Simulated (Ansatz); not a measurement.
**singlet O2F+: levels of theory compared**

Aim: a comparison of 6 runs (BHLYP/STO-3G, CAM-B3LYP/STO-3G, PBE0/STO-3G, r2SCAN/STO-3G, r2SCAN0/STO-3G, BCCD(T)/STO-3G) of singlet O2F+. 

The results are computed with Ansatz 0.2.0.

38 further runs of the same task are left out: 11 that didn't finish, 27 set aside as unsound or not needed.

## 1. The system as given

O2F+: 3 atoms, total charge +1, spin state singlet. SMILES of the parent species: `[O]OF`. The shape is that of a PBE0-D4/def2-TZVP optimisation. That shape belongs to the parent species and isn't relaxed for this state.

Bond lengths: O1–O2 1.181 Å. A long bond or contact: O2–F3 1.573 Å.

## 2. A single-point energy at BHLYP/STO-3G (run 1)

Input file run.yaml:

```yaml
crystal:
  periodic: [false, false, false]
  atoms:
    - {symbol: O, position_ang: [0.933400, -0.295440, 0.482240]}
    - {symbol: O, position_ang: [0.133270, 0.497870, 0.127930]}
    - {symbol: F, position_ang: [-1.066650, -0.202430, -0.610160]}
basis:
  gaussian: {orbitals: STO-3G}
accuracy: high
total_charge: 1
hamiltonian: {xc: {name: BHLYP}}
```

Run with:

```sh
$ ansatz run run.yaml --threads 1 --pin off --max-ram 3480MiB --events-out events.jsonl --progress --plain --runs-dir runs
```

The program printed:

```text
Warning: RAYON_NUM_THREADS=1 ignored (pool sized by the plan → 1); use --threads N
Functional definition: BHLYP
  name "BHLYP"
  parameter a = 0.5
  exchange = (1 - a)*b88_x + a*exact_x
  correlation = lyp_c
250 factors; integrals over basis functions are off by at most 5.0e-8 eV
mean field evaluation 1: about -6686.8455 eV, gradient 4.0e1 eV
mean field evaluation 2: about -6509.0051 eV, gradient 2.5e2 eV
mean field evaluation 4: about -6696.1481 eV, gradient 1.1e1 eV
mean field evaluation 8: about -6696.9117 eV, gradient 1.6e-1 eV
mean field evaluation 16: about -6696.9610 eV, gradient 1.1e-4 eV
mean field -6696.96100233 eV, -246.1087774724 hartree, gradient 1.6e-8 eV, S^2 0.000000; 0 other end points of the search recorded, 0 dependent functions left out
reference -6696.96101153 eV, -246.1087778106 hartree; 12, 12 occupied and 3, 3 virtual orbitals, 250 factors
Total energy: -6696.96101153 eV, -246.1087778106 hartree
```

It took 0.73 s on 1 thread of Arm Neoverse V1, shared host.

## 3. The energy at CAM-B3LYP/STO-3G (run 2)

Changes to run.yaml since step 2:

```diff
@@ -7,5 +7,7 @@
 basis:
-  gaussian: {orbitals: STO-3G}
+  gaussian:
+    orbitals: STO-3G
+hamiltonian:
+  xc: {name: CAM-B3LYP}
 accuracy: high
 total_charge: 1
-hamiltonian: {xc: {name: BHLYP}}
```

Run with:

```sh
$ ansatz run run.yaml --threads 1 --pin off --max-ram 3480MiB --events-out events.jsonl --progress --plain --runs-dir runs
```

The program printed:

```text
Warning: RAYON_NUM_THREADS=1 ignored (pool sized by the plan → 1); use --threads N
Functional definition: CAM-B3LYP
  name "CAM-B3LYP"
  parameter alpha = 0.19
  parameter beta = 0.46
  parameter omega = 0.33/bohr
  parameter ac = 0.81
  exchange = (1 - alpha - beta)*b88_x + beta*b88_x_sr(omega) + alpha*exact_x + beta*exact_x_lr(omega)
  correlation = (1 - ac)*vwn5_c + ac*lyp_c
250 factors; integrals over basis functions are off by at most 5.0e-8 eV
120 factors; integrals over basis functions are off by at most 7.4e-10 eV
mean field evaluation 1: about -6687.8356 eV, gradient 4.1e1 eV
mean field evaluation 2: about -6445.3380 eV, gradient 2.3e2 eV
mean field evaluation 4: about -6691.5678 eV, gradient 4.6e1 eV
mean field evaluation 8: about -6697.2380 eV, gradient 8.8e-1 eV
mean field evaluation 16: about -6697.2245 eV, gradient 3.6e-4 eV
mean field -6697.22449113 eV, -246.1184605071 hartree, gradient 4.0e-8 eV, S^2 0.000000; 0 other end points of the search recorded, 0 dependent functions left out
reference -6697.22449765 eV, -246.1184607468 hartree; 12, 12 occupied and 3, 3 virtual orbitals, 250 factors
Total energy: -6697.22449765 eV, -246.1184607468 hartree
```

Run time: 0.79 s. Hardware: 1 thread of Arm Neoverse V1, shared host.

Runs 3 to 4 aren't shown in full; the table further down has their settings and results.

## 4. The energy at r2SCAN0/STO-3G (run 5)

Input file molecule.yaml:

```yaml
crystal:
  periodic: [false, false, false]
  atoms:
    - {symbol: O, position_ang: [0.933400, -0.295440, 0.482240]}
    - {symbol: O, position_ang: [0.133270, 0.497870, 0.127930]}
    - {symbol: F, position_ang: [-1.066650, -0.202430, -0.610160]}
basis:
  gaussian: {orbitals: STO-3G}
total_charge: 1
hamiltonian: {xc: {name: r2SCAN0}}
accuracy: high
```

Run with:

```sh
$ ansatz run molecule.yaml --threads 1 --pin off --max-ram 3480MiB --events-out events.jsonl --progress --plain --runs-dir runs
```

The program printed:

```text
Warning: RAYON_NUM_THREADS=1 ignored (pool sized by the plan → 1); use --threads N
Functional definition: r2SCAN0
  name "r2SCAN0"
  parameter a = 0.25
  parameter k0 = 0.174
  parameter k1 = 0.065
  parameter a1 = 4.9479
  exchange = (1 - a)*r2scan_x(k0 = k0, k1 = k1, a1 = a1) + a*exact_x
  correlation = r2scan_c
250 factors; integrals over basis functions are off by at most 5.0e-8 eV
mean field evaluation 1: about -6688.3049 eV, gradient 4.0e1 eV
mean field evaluation 2: about -6411.1195 eV, gradient 1.8e2 eV
mean field evaluation 4: about -6696.1234 eV, gradient 2.3e1 eV
mean field evaluation 8: about -6697.3013 eV, gradient 2.5e0 eV
mean field evaluation 16: about -6697.3290 eV, gradient 9.1e-5 eV
mean field -6697.32900563 eV, -246.1223013442 hartree, gradient 7.1e-8 eV, S^2 0.000000; 0 other end points of the search recorded, 0 dependent functions left out
reference -6697.32900570 eV, -246.1223013467 hartree; 12, 12 occupied and 3, 3 virtual orbitals, 250 factors
Total energy: -6697.32900570 eV, -246.1223013467 hartree
```

It took 1.8 s on 1 thread of Arm Neoverse V1, shared host; peak memory 0.11 GiB.

## 5. A single-point energy at BCCD(T)/STO-3G (run 6)

Changes to molecule.yaml since step 4:

```diff
@@ -8,4 +8,5 @@
   gaussian: {orbitals: STO-3G}
+correlation: {method: bccd_t, frozen_orbitals: {F: 1, O: 1}}
+accuracy: high
+scf: {omitted_lower_state_checks: [cluster_reference, increment]}
 total_charge: 1
-hamiltonian: {xc: {name: r2SCAN0}}
-accuracy: high
```

Run with:

```sh
$ ansatz run molecule.yaml --threads 1 --pin off --max-ram 3480MiB --events-out events.jsonl --progress --plain --runs-dir runs
```

The program printed:

```text
Warning: RAYON_NUM_THREADS=1 ignored (pool sized by the plan → 1); use --threads N
[... 14 lines left out ...]
3 core orbitals not correlated: weight in the atoms' cores, before any rotation towards them, 1.000 or more for the frozen orbitals, at most 0.000 for the correlated occupied ones
[... 37 lines left out ...]
Total energy: -6678.38290587 eV, -245.4260450203 hartree
Checks for a lower state left out: cluster_reference, increment
```

Wall time 0.34 s (1 thread of Arm Neoverse V1, shared host).

## 6. The series

```csv
run,level,frozen core orbitals,energy (Eh),wall time
1,BHLYP/STO-3G,–,-246.108778,0.73 s
2,CAM-B3LYP/STO-3G,–,-246.118461,0.79 s
3,PBE0/STO-3G,–,-246.018802,0.81 s
4,r2SCAN/STO-3G,–,-246.189485,3.3 s
5,r2SCAN0/STO-3G,–,-246.122301,1.8 s
6,BCCD(T)/STO-3G,3,-245.426045,0.34 s
```

## 7. Results

```
                                          quantity          value
                               run 6: total energy  -245.42605 Eh
run 6: correlation energy (3 core orbitals frozen)     -247.9 mEh
                             run 6: (T) correction     -20.47 mEh
```

Totals of different functionals can't be ranked against each other. In run 6 the log says that unrestricted orbitals would lower the reference, so the values rest on an unstable closed-shell determinant (other closed-shell runs at this shape may share the fault). In runs 1, 2, 3, 4, 5, 6 the basis is minimal, so the values are rough. All runs together took 7.7 s, the longest 3.3 s.
